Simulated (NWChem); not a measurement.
All runs are NWChem calculations. System: HLi, charge 0, spin multiplicity 1, at a geometry optimised with B3LYP/def2-SVP. The structure started from a generated list of species. Level: MP2/def2-TZVP, no orbitals frozen.

Output (cleaned and shortened):

```
             Northwest Computational Chemistry Package (NWChem) 7.3.0
             --------------------------------------------------------

                                NWChem Input Module
                                -------------------

 Scaling coordinates for geometry "geometry" by  1.889725989
 (inverse scale =  0.529177249)

 Turning off AUTOSYM since
 SYMMETRY directive was detected!

                             Geometry "geometry" -> ""
                             -------------------------

 Output coordinates in angstroms (scale by  1.889725989 to convert to a.u.)

  No.       Tag          Charge          X              Y              Z
 ---- ---------------- ---------- -------------- -------------- --------------
    1 Li                   3.0000     0.00000000     0.00000000     0.39727500
    2 H                    1.0000     0.00000000     0.00000000    -1.19182500

 Effective nuclear repulsion energy (a.u.)       0.9990131187

            Nuclear Dipole moment (a.u.)
            ----------------------------
        X                 Y               Z
 ---------------- ---------------- ----------------
     0.0000000000     0.0000000000     0.0000000000

      Symmetry information
      --------------------

 Group name             C2v
 Group number             16
 Group order               4
 No. of unique centers     2

      Symmetry unique atoms

     1    2


 Summary of "ao basis" -> "" (spherical)
 ------------------------------------------------------------------------------
       Tag                 Description            Shells   Functions and Types
 ---------------- ------------------------------  ------  ---------------------
 *                         def2-tzvp                  on all atoms

 Summary of "ao basis" -> "ao basis" (spherical)
 ------------------------------------------------------------------------------
       Tag                 Description            Shells   Functions and Types
 ---------------- ------------------------------  ------  ---------------------
 Li                        def2-tzvp                 8       14   5s3p
 H                         def2-tzvp                 4        6   3s1p

                                 NWChem SCF Module
                                 -----------------

  ao basis        = "ao basis"
  functions       =    20
  atoms           =     2
  closed shells   =     2
  open shells     =     0
  charge          =   0.00
[...]
           0.000000000000           0.000000000000           0.000000000000

  Mulliken analysis of the total density
  --------------------------------------

    Atom       Charge   Shell Charges
 -----------   ------   -------------------------------------------------------
    1 Li   3     2.58   0.36  1.30  0.33  0.28  0.11  0.06  0.15  0.00
    2 H    1     1.42   0.20  0.60  0.62  0.00

       Multipole analysis of the density wrt the origin
       ------------------------------------------------

     L   x y z        total         open         nuclear
     -   - - -        -----         ----         -------
     0   0 0 0     -0.000000      0.000000      4.000000

     1   1 0 0      0.000000      0.000000      0.000000
     1   0 1 0      0.000000      0.000000      0.000000
     1   0 0 1      2.373972      0.000000      0.000000

     2   2 0 0     -3.932082      0.000000      0.000000
     2   1 1 0     -0.000000      0.000000      0.000000
     2   1 0 1     -0.000000      0.000000      0.000000
     2   0 2 0     -3.932082      0.000000      0.000000
     2   0 1 1     -0.000000      0.000000      0.000000
     2   0 0 2     -5.642727      0.000000      6.763343

                   NWChem MP2 Semi-direct Energy/Gradient Module
                   ---------------------------------------------

  Basis functions       =     20
  Molecular orbitals    =     20
  Frozen core           =      0
  Frozen virtuals       =      0
  Active alpha occupied =      2
  Active beta occupied  =      2
  Active alpha virtual  =     18
  Active beta virtual   =     18
  Use MO symmetry       = T
  Use skeleton AO sym   = T

  AO/Fock/Back tols     =   1.0D-09  1.0D-09  1.0D-09

 GA uses MA = F    GA memory limited = T

 Available:
  local mem=  1.26D+08
 global mem=  1.44D+08
 local disk=  0.00D+00
  mp2_memr nvloc                    18
  nvloc new                    18
   1 passes of   2:        2097152                       1146                     26425.
   1 passes of   2: M    126155578           G      144178400           F     124058426.

 Semi-direct pass number   1 of   1  for RHF alpha+beta  at        0.0s
  vrange nnbf                   210
  mp2_eaftype                    10  avail_ma_in_mb                  1099
 EAF : mp2_eaftype filesize          10      13212.
  mp2_eaf for mointskh                     10
Node 0 wrote      0.1 Mb in      0.0 s     Agg I/O rate:  2260.8 Mb/s
 Done moints_semi at        0.1s
  mp2_eaftype                    10  avail_ma_in_mb                  1089
 EAF : mp2_eaftype filesize          10      13212.
  mp2_eaf for kh                    10
 Done maket at        0.1s
 Done multipass loop at        0.1s

          -------------------------------------------
          SCF energy                  -7.985153360091
          Correlation energy          -0.051530451033
          Singlet pairs               -0.050830519627
          Triplet pairs               -0.000699931406
          Total MP2 energy            -8.036683811124
          -------------------------------------------

          ---------------------------------------------------
                    Spin Component Scaled (SCS) MP2
          Same spin pairs                     -0.000466620937
          Same spin scaling factor             0.333333333333
          Opposite spin pairs                 -0.051063830095
          Opposite spin scaling fact.          1.200000000000
          SCS-MP2 correlation energy          -0.061432136427
          Total SCS-MP2 energy                -8.046585496518
          ---------------------------------------------------

 -----------------------
 Performance information
 -----------------------

 Timer overhead =  9.60D-08 seconds/call

               Nr. of calls         CPU time (s)                 Wall time (s)                GFlops
             ---------------    -------------------     ------------------------------   -------------------
Name         Min   Avg   Max    Min     Avg     Max     Min     Avg     Max   Mx/calls   Min     Max     Sum
mp2: moin     1     1     1   6.45E-3 6.45E-3 6.45E-3  6.45E-3 6.45E-3 6.45E-3 6.45E-3   0.0     0.0     0.0
mp2: make     1     1     1   3.80E-4 3.80E-4 3.80E-4  3.80E-4 3.80E-4 3.80E-4 3.80E-4   0.0     0.0     0.0
mp2: tota     1     1     1   1.04E-2 1.04E-2 1.04E-2  1.04E-2 1.04E-2 1.04E-2 1.04E-2   0.0     0.0     0.0

 The average no. of pstat calls per process was 3.00D+00
 with a timing overhead of 2.88D-07s

 Task  times  cpu:        0.0s     wall:        0.0s

 Total times  cpu:        0.1s     wall:        0.1s
```

Task: Write an NWChem input that would produce this output.

Result: Several could match; the one computed here: 
```
start mol
memory heap 200 mb stack 900 mb global 1100 mb
geometry units angstroms nocenter noautoz
  Li     0.000000     0.000000     0.397275
  H      0.000000     0.000000    -1.191825
  symmetry group C2v
end
basis spherical
  * library def2-tzvp
end
scf
  rhf
  nopen 0
  maxiter 100
  thresh 1e-7
  semidirect memsize 60000000 filesize 0
end
mp2
end
task mp2 energy
```
